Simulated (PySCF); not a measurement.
The vertical singlet excitations below were computed for one of the candidates. Computed with TDDFT CAM-B3LYP/def2-SVPD, vertical, gas phase, core orbitals frozen in the response (PySCF). Geometries: GFN2-xTB, one conformer each.

```
state  E (eV)       f  main configurations (H = HOMO, L = LUMO)
   S1    5.54  0.0002                               H-1→L (97%)
   S2    5.60   0.104                                 H→L (93%)
   S3    5.93  0.0002                   H→L+1 (79%), H→L+4 (9%)
   S4    6.44   0.050                               H-2→L (81%)
   S5    6.73  0.0006                   H→L+2 (84%), H→L+3 (9%)
   S6    6.93  0.0006              H-2→L+1 (74%), H-2→L+4 (10%)
   S7    7.33   0.046   H-1→L+1 (51%), H→L+6 (18%), H→L+5 (16%)
   S8    7.34   0.015      H→L+3 (52%), H→L+4 (25%), H→L+2 (9%)
```

Triplets computed (Tamm–Dancoff): 3.76, 5.09, 5.23 eV.

Orbital energies (eV): HOMO-3 -11.81, HOMO-2 -9.50, HOMO-1 -9.24, HOMO -8.27, LUMO 0.36, LUMO+1 1.09, LUMO+2 1.27.

Task: Which candidate is it?
A. `Cn1ccnc1`
B. `Nc1ccsc1`
C. `Cc1nccs1`

Result: C. Its S1 lies at 5.54 eV; the nearest of the others has S1 at 5.06 eV. S1 is HOMO-1→LUMO (97%). Löwdin shares by element: HOMO carbon 66% or more, sulfur 15% (atoms not listed hold the other 19%); LUMO carbon 39% or more, sulfur 24%, nitrogen 13% (atoms not listed hold the other 24%). At the same level the other candidates give, for their lowest levels:
- `Nc1ccsc1`: 5.06 eV (f 0.091); 5.23 eV (f 0.001); 5.73 eV (f 0.007); 6.02 eV (f 0.059); 6.17 eV (f 0.007); T1 3.54 eV; HOMO -7.07, LUMO 0.89 eV
- `Cn1ccnc1`: 6.34 eV (f 0.007); 6.55 eV (f 0.156); 6.69 eV (f 0.002); 7.06 eV (f 0.001); 7.20 eV (f 0.021); T1 4.57 eV; HOMO -7.91, LUMO 1.12 eV
